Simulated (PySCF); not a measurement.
**SiH2OF (SMILES O[SiH]F) at U-r2SCAN/STO-3G**

Aim: the vertical doublet–quartet gap of SiH2OF at U-r2SCAN/STO-3G, from 2 runs. The job is set up through a Python script.

Program for the calculation: PySCF 2.14.0.

12 further runs of the same task are left out: 1 that didn't finish, 11 set aside as unsound or not needed.

## Step 1: The molecule

SiH2OF has 5 atoms, charge 0, and is taken as a doublet. SMILES: `O[SiH]F`. Geometry: relaxed at PBE0-D4/def2-TZVP. This is one conformer, not always the lowest.

Bond lengths: O1–Si2 1.636 Å, Si2–F3 1.603 Å, O1–H4 0.959 Å, Si2–H5 1.490 Å. Angles: O1–Si2–F3 110.5°, O1–Si2–H5 105.3°, F3–Si2–H5 107.6°, Si2–O1–H4 119.2°.

## Step 2: A single-point energy at U-r2SCAN/STO-3G

calc.py reads:

```python
from pyscf import gto, dft

mol = gto.M(
    atom='''
O     -1.162560    -1.671652    -0.522131
Si     0.536493     0.464306     0.931824
F      0.391173     3.111434    -0.534981
H     -2.956477    -1.445829    -0.638727
H      3.191369    -0.458448     0.764205
''',
    max_memory=1860,
    basis='sto-3g',
    verbose=4,
    spin=1,
    unit='bohr',
)

calc0 = dft.UKS(mol, xc='r2scan')
calc0.grids.level = 5
calc0.conv_tol = 1e-10
calc0.kernel()
if not calc0.converged:
    calc0 = calc0.newton().run(calc0.mo_coeff, calc0.mo_occ)

e_tot = calc0.e_tot
print('E = %.10f Eh' % e_tot)
```

Command:

```sh
$ OMP_NUM_THREADS=1 python calc.py
```

The log of the run:

```text
PySCF version 2.14.0

[INPUT] num. atoms = 5
[INPUT] num. electrons = 33
[INPUT] charge = 0
[INPUT] spin (= nelec alpha-beta = 2S) = 1
[INPUT] symmetry False subgroup None
[INPUT] Mole.unit = bohr
[INPUT] Symbol           X                Y                Z      unit          X                Y                Z       unit  Magmom
[INPUT]  1 O     -0.615200258327  -0.884600142989  -0.276299826315 AA   -1.162560000000  -1.671652000000  -0.522131000000 Bohr   0.0
[INPUT]  2 Si     0.283899869418   0.245700154093   0.493100025388 AA    0.536493000000   0.464306000000   0.931824000000 Bohr   0.0
[INPUT]  3 F      0.206999837127   1.646499966082  -0.283099753475 AA    0.391173000000   3.111434000000  -0.534981000000 Bohr   0.0
[INPUT]  4 H     -1.564500253009  -0.765099757687  -0.337999772399 AA   -2.956477000000  -1.445829000000  -0.638727000000 Bohr   0.0
[INPUT]  5 H      1.688799746437  -0.242600233992   0.404399870471 AA    3.191369000000  -0.458448000000   0.764205000000 Bohr   0.0

nuclear repulsion = 110.136768633119
number of shells = 13
number of NR pGTOs = 63
number of NR cGTOs = 21
basis = sto-3g
ecp = {}

******** <class 'pyscf.dft.uks.UKS'> ********
method = UKS
initial guess = minao
damping factor = 0
level_shift factor = 0
DIIS = <class 'pyscf.scf.diis.CDIIS'>
diis_start_cycle = 1
diis_space = 8
diis_damp = 0
SCF conv_tol = 1e-10
SCF conv_tol_grad = None
SCF max_cycles = 50
direct_scf = True
direct_scf_tol = 1e-13
number electrons alpha = 17  beta = 16
XC library pyscf.dft.libxc version 7.0.0
    S. Lehtola, C. Steigemann, M. J.T. Oliveira, and M. A.L. Marques.,  SoftwareX 7, 1–5 (2018)
XC functionals = r2scan
    J. W. Furness, A. D. Kaplan, J. Ning, J. P. Perdew, and J. Sun.,  J. Phys. Chem. Lett. 11, 8208-8215 (2020)
    J. W. Furness, A. D. Kaplan, J. Ning, J. P. Perdew, and J. Sun.,  J. Phys. Chem. Lett. 11, 9248-9248 (2020)
    J. W. Furness, A. D. Kaplan, J. Ning, J. P. Perdew, and J. Sun.,  J. Phys. Chem. Lett. 11, 8208-8215 (2020)
    J. W. Furness, A. D. Kaplan, J. Ning, J. P. Perdew, and J. Sun.,  J. Phys. Chem. Lett. 11, 9248-9248 (2020)
radial grids:
    Treutler-Ahlrichs [JCP 102, 346 (1995); DOI:10.1063/1.469408] (M4) radial grids

becke partition: Becke, JCP 88, 2547 (1988); DOI:10.1063/1.454033
pruning grids: <function nwchem_prune>
grids dens level: 5
symmetrized grids: False
atomic radii adjust function: <function treutler_atomic_radii_adjust>
small_rho_cutoff = 0
Set gradient conv threshold to 1e-05
tot grids = 177488
init E= -459.915791412823
[... the frontier-level lines of each cycle are left out ...]


cycle= 1 E= -459.622123251954  delta_E= 0.294  |g|= 0.443  |ddm|= 1.97
cycle= 2 E= -459.337411567583  delta_E= 0.285  |g|= 0.787  |ddm|= 1.84
cycle= 3 E= -459.773999844674  delta_E= -0.437  |g|= 0.111  |ddm|= 1.29
cycle= 4 E= -459.781436865786  delta_E= -0.00744  |g|= 0.06  |ddm|= 0.296
cycle= 5 E= -459.784295371177  delta_E= -0.00286  |g|= 0.00706  |ddm|= 0.108
cycle= 6 E= -459.784344989822  delta_E= -4.96e-05  |g|= 0.00123  |ddm|= 0.0161
cycle= 7 E= -459.784346444651  delta_E= -1.45e-06  |g|= 0.000357  |ddm|= 0.0031
cycle= 8 E= -459.78434658225  delta_E= -1.38e-07  |g|= 7.04e-05  |ddm|= 0.000922
cycle= 9 E= -459.784346587618  delta_E= -5.37e-09  |g|= 1.16e-05  |ddm|= 0.000157
cycle= 10 E= -459.784346587801  delta_E= -1.83e-10  |g|= 2.66e-06  |ddm|= 3.69e-05
cycle= 11 E= -459.784346587809  delta_E= -7.73e-12  |g|= 4.35e-07  |ddm|= 7.1e-06
Extra cycle  E= -459.784346587808  delta_E= 6.82e-13  |g|= 5.78e-07  |ddm|= 1.74e-06
converged SCF energy = -459.784346587808  <S^2> = 0.7511166  2S+1 = 2.0011163
E = -459.7843465878 Eh
```

Run time: 8.7 s. Hardware: 1 thread of Arm Neoverse V1, shared host; peak memory 0.22 GiB.

## Step 3: The quartet, same level

calc.py reads:

```python
from pyscf import gto, dft

mol = gto.M(
    atom='''
O     -1.162560    -1.671652    -0.522131
Si     0.536493     0.464306     0.931824
F      0.391173     3.111434    -0.534981
H     -2.956477    -1.445829    -0.638727
H      3.191369    -0.458448     0.764205
''',
    verbose=4,
    max_memory=1860,
    charge=0,
    basis='sto-3g',
    unit='bohr',
    spin=3,
)

ks = dft.UKS(mol)
ks.xc = 'r2scan'
ks.conv_tol = 1e-10
ks.grids.level = 5
ks.kernel()
if not ks.converged:
    ks = ks.newton().run(ks.mo_coeff, ks.mo_occ)

e_final = ks.e_tot
print(f'total energy: {e_final:.8f} hartree')
```

Command:

```sh
$ OMP_NUM_THREADS=1 python calc.py
```

The log of the run:

```text
PySCF version 2.14.0

[INPUT] num. atoms = 5
[INPUT] num. electrons = 33
[INPUT] charge = 0
[INPUT] spin (= nelec alpha-beta = 2S) = 3
[INPUT] symmetry False subgroup None
[INPUT] Mole.unit = bohr
[INPUT] Symbol           X                Y                Z      unit          X                Y                Z       unit  Magmom
[INPUT]  1 O     -0.615200258327  -0.884600142989  -0.276299826315 AA   -1.162560000000  -1.671652000000  -0.522131000000 Bohr   0.0
[INPUT]  2 Si     0.283899869418   0.245700154093   0.493100025388 AA    0.536493000000   0.464306000000   0.931824000000 Bohr   0.0
[INPUT]  3 F      0.206999837127   1.646499966082  -0.283099753475 AA    0.391173000000   3.111434000000  -0.534981000000 Bohr   0.0
[INPUT]  4 H     -1.564500253009  -0.765099757687  -0.337999772399 AA   -2.956477000000  -1.445829000000  -0.638727000000 Bohr   0.0
[INPUT]  5 H      1.688799746437  -0.242600233992   0.404399870471 AA    3.191369000000  -0.458448000000   0.764205000000 Bohr   0.0

nuclear repulsion = 110.136768633119
number of shells = 13
number of NR pGTOs = 63
number of NR cGTOs = 21
basis = sto-3g
ecp = {}

******** <class 'pyscf.dft.uks.UKS'> ********
method = UKS
initial guess = minao
damping factor = 0
level_shift factor = 0
DIIS = <class 'pyscf.scf.diis.CDIIS'>
diis_start_cycle = 1
diis_space = 8
diis_damp = 0
SCF conv_tol = 1e-10
SCF conv_tol_grad = None
SCF max_cycles = 50
direct_scf = True
direct_scf_tol = 1e-13
number electrons alpha = 18  beta = 15
XC library pyscf.dft.libxc version 7.0.0
    S. Lehtola, C. Steigemann, M. J.T. Oliveira, and M. A.L. Marques.,  SoftwareX 7, 1–5 (2018)
XC functionals = r2scan
    J. W. Furness, A. D. Kaplan, J. Ning, J. P. Perdew, and J. Sun.,  J. Phys. Chem. Lett. 11, 8208-8215 (2020)
    J. W. Furness, A. D. Kaplan, J. Ning, J. P. Perdew, and J. Sun.,  J. Phys. Chem. Lett. 11, 9248-9248 (2020)
    J. W. Furness, A. D. Kaplan, J. Ning, J. P. Perdew, and J. Sun.,  J. Phys. Chem. Lett. 11, 8208-8215 (2020)
    J. W. Furness, A. D. Kaplan, J. Ning, J. P. Perdew, and J. Sun.,  J. Phys. Chem. Lett. 11, 9248-9248 (2020)
radial grids:
    Treutler-Ahlrichs [JCP 102, 346 (1995); DOI:10.1063/1.469408] (M4) radial grids

becke partition: Becke, JCP 88, 2547 (1988); DOI:10.1063/1.454033
pruning grids: <function nwchem_prune>
grids dens level: 5
symmetrized grids: False
atomic radii adjust function: <function treutler_atomic_radii_adjust>
small_rho_cutoff = 0
Set gradient conv threshold to 1e-05
tot grids = 177488
init E= -459.915791412823
[... the frontier-level lines of each cycle are left out ...]


cycle= 1 E= -459.115151273943  delta_E= 0.801  |g|= 0.486  |ddm|= 2.83


cycle= 2 E= -457.582076928097  delta_E= 1.53  |g|=  1.5  |ddm|=    4


cycle= 3 E= -458.90783575298  delta_E= -1.33  |g|= 0.736  |ddm|= 2.96


cycle= 4 E= -459.158474703891  delta_E= -0.251  |g|= 0.495  |ddm|= 2.74


cycle= 5 E= -459.410336051489  delta_E= -0.252  |g|= 0.114  |ddm|=  2.3


cycle= 6 E= -459.4127966733  delta_E= -0.00246  |g|= 0.0905  |ddm|= 0.445


cycle= 7 E= -459.422087502905  delta_E= -0.00929  |g|= 0.0303  |ddm|= 0.363


cycle= 8 E= -459.423059308833  delta_E= -0.000972  |g|= 0.00599  |ddm|= 0.114


cycle= 9 E= -459.423101264896  delta_E= -4.2e-05  |g|= 0.00315  |ddm|= 0.0448


cycle= 10 E= -459.423112247676  delta_E= -1.1e-05  |g|= 0.00124  |ddm|= 0.0132


cycle= 11 E= -459.42311421974  delta_E= -1.97e-06  |g|= 0.000665  |ddm|= 0.00729


cycle= 12 E= -459.42311470857  delta_E= -4.89e-07  |g|= 8.1e-05  |ddm|= 0.00255


cycle= 13 E= -459.423114715243  delta_E= -6.67e-09  |g|= 1.35e-05  |ddm|= 0.000257


cycle= 14 E= -459.423114715562  delta_E= -3.19e-10  |g|= 3.94e-06  |ddm|= 7.98e-05


cycle= 15 E= -459.423114715608  delta_E= -4.55e-11  |g|= 8.68e-07  |ddm|= 2.77e-05


Extra cycle  E= -459.423114715615  delta_E= -7.5e-12  |g|= 7.8e-07  |ddm|= 1.23e-05
converged SCF energy = -459.423114715615  <S^2> = 3.7511069  2S+1 = 4.0005534
total energy: -459.42311472 hartree
```

Run time: 11 s. Hardware: 1 thread of Arm Neoverse V1, shared host; peak memory 0.22 GiB.

## Step 4: Summary of results

At U-r2SCAN/STO-3G:

| quantity | value |
| --- | --- |
| doublet: total energy | -459.78435 Eh |
| doublet: dipole moment | 1.43 D |
| doublet: HOMO energy (highest over α and β) | -0.75 eV |
| doublet: LUMO energy (lowest over α and β) | 1.11 eV |
| doublet: ⟨S²⟩ | 0.751 |
| quartet: total energy | -459.42311 Eh |
| quartet: dipole moment | 1.05 D |
| quartet: ⟨S²⟩ | 3.751 |
| vertical energy of the quartet above the doublet | 9.830 eV |

At this shape the quartet lies 9.83 eV (227 kcal/mol) above the doublet. In a minimal basis such a difference can be off by several eV, whatever the method.
